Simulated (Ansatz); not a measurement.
Process, species as SMILES: C=CF + 3 [H][H] (H2) → 2 C (CH4) + F (HF)
B3LYP-D3(BJ)/def2-TZVP geometries, fixed; electronic energies without zero-point terms.

Basis-set convergence of the energy of full hydrogenation at CCSD(T) with Ansatz (a first-principles code). Cartesian d functions, on some or all atoms, in 6-31G*, 6-31G**, 6-31+G*; all else is spherical. Cores are frozen. No added dispersion term, no relativity. Functions are those of the species that has most. Reference: Hartree-Fock in cc-pVQZ plus the correlation part extrapolated as X^-3 from cc-pVTZ and cc-pVQZ, -80.60 kcal/mol, itself unsure by roughly 0.17 kcal/mol (a third of the extrapolation step and of the last Hartree-Fock step). Deviations are taken from unrounded values. Cost is core time over that of 6-311+G**, rough, on shared machines of one kind; a dash marks a row that isn't timed (too short, read off another run, short of memory, by another algorithm or on other hardware).

```
basis        functions  energy of full hydrogenation (kcal/mol)  minus reference (kcal/mol)  cost
-----------  ---------  ---------------------------------------  --------------------------  ----
3-21G               33                                   -56.04                       24.56     -
pcseg-0             33                                   -62.52                       18.07     -
6-31G*              51                                   -65.83                       14.77     -
pcseg-1             57                                   -79.93                        0.66     -
6-31G**             60                                   -75.16                        5.44  0.6×
6-31+G*             63                                   -69.94                       10.66  0.6×
6-311G**            72                                   -78.02                        2.58  0.6×
6-311+G**           84                                   -80.14                        0.46    1×
def2-SVPD           87                                   -84.31                       -3.72    1×
aug-cc-pVDZ         96                                   -82.66                       -2.06    1×
def2-TZVP          111                                   -76.22                        4.38    2×
def2-TZVPP         135                                   -80.18                        0.42    2×
def2-TZVPD         141                                   -76.91                        3.69    3×
def2-TZVPPD        165                                   -80.69                       -0.09    4×
aug-pcseg-2        207                                   -80.13                        0.47    8×
cc-pVQZ            255                                   -80.20                        0.39   20×
def2-QZVPP         261                                   -80.51                        0.09   20×
def2-QZVPPD        291                                   -80.62                       -0.02   30×
```

The smallest set listed that lies within 1 kcal/mol of the reference with all its larger relatives (same family, alike in diffuse functions; a set with none counts only in the reference's own line) is pcseg-1 (57 functions, 0.66 kcal/mol off). Inside, with no larger relative to test it: aug-pcseg-2. (Relatives not listed, tested too: 6-311++G(2d,2p) -0.65, pcseg-2 -0.15, 6-311++G(3df,3pd) 0.12, def2-QZVP 0.09, pcseg-3 -0.19 kcal/mol.)
